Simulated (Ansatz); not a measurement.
Species: sulfur dioxide, SO$_{2}$, net charge 0, singlet state. SMILES: O=S=O
Coordinates optimised at B3LYP-D3(BJ)/def2-TZVP (Ansatz, a program for electronic structure):
```xyz
3

S     -0.0171     0.0041     0.3653
O      0.0256     1.2345    -0.3789
O      0.0086    -1.2427    -0.3517
```
Charge 0, spin multiplicity 1.

Wanted: enthalpy of formation at 298 K, in kcal/mol. Terms: UHF or UKS for open shells; spin-orbit terms left out; 6-31G* and kin with 6d, 5d where marked; LANL2DZ with its own core potentials from Na on; dispersion terms only where a functional's name holds one; valence correlation only; non-relativistic. First-principles rows: single points at B3LYP-D3(BJ) geometries (Ansatz), with unscaled harmonic terms from B3LYP/6-31G* at its own minima, enthalpies of formation by atomisation with measured atoms. The Hartree-Fock reference of O=S=O is unstable towards a lower, spin-broken solution.

Measured values: G2/97 table in ASE (Curtiss et al.); they hold spin-orbit and core effects, anharmonicity. 

Value to compare with, the measured value: -71.0 kcal/mol.

| level | program | enthalpy of formation at 298 K (kcal/mol) | error |
|---|---|---|---|
| HF/STO-3G | Ansatz | 269.5 | 340.5 |
| HF/LANL2DZ | Ansatz | 269.9 | 340.9 |
| B3LYP/3-21G | Ansatz | 68.4 | 139.4 |
| B3LYP/6-31G* | Ansatz | -38.5 | 32.5 |
| B3LYP/6-31+G* | Ansatz | -36.0 | 35.0 |
| PBE0/6-31G* | Ansatz | -39.8 | 31.2 |
| MP2/3-21G | Ansatz | 95.1 | 166.1 |
| B3LYP-D3(BJ)/def2-TZVPD | Ansatz + dftd3 | -64.6 | 6.4 |
| B2PLYP-D3(BJ)/def2-TZVPD | Ansatz + dftd3 | -67.4 | 3.6 |

7 of the 7 habitual levels lie above the measured value; their mean absolute error is 155.1 kcal/mol, the median 139.4.

The levels are drawn from those run, B3LYP/6-31G* more often than the rest, none by its result; runs whose electronic state is in doubt are left out.
